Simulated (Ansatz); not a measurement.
Basis-set series for BF$_{4}$− (`F[B-](F)(F)F`). Total charge -1; spin multiplicity 1. Geometry: relaxed with PBE0-D4/def2-TZVPD.

| functional | basis | functions | energy (Eh) | HOMO (eV) | LUMO (eV) |
| --- | --- | --- | --- | --- | --- |
| PBE0-D4 | def2-SVPD | 112 | -423.83108 | -4.88 | 5.06 |
| PBE0-D4 | def2-QZVPPD | 327 | -424.33834 | -4.76 | 4.20 |
| ωB97M-V | def2-SVPD | 112 | -424.14322 | -7.50 | 5.72 |
| ωB97M-V | def2-QZVPPD | 327 | -424.65339 | -7.34 | 4.47 |

Question: Give the rows for def2-TZVPPD. (Best estimate.)

Answer: The calculation gave: 
```
functional        basis  functions  energy (Eh)  HOMO (eV)  LUMO (eV)
   PBE0-D4  def2-TZVPPD        197   -424.31867      -4.76       4.21
   ωB97M-V  def2-TZVPPD        197   -424.63559      -7.34       4.47
```

Positive LUMOs are unbound and depend on the basis.

Results of the Gaussian-basis code of Ansatz.
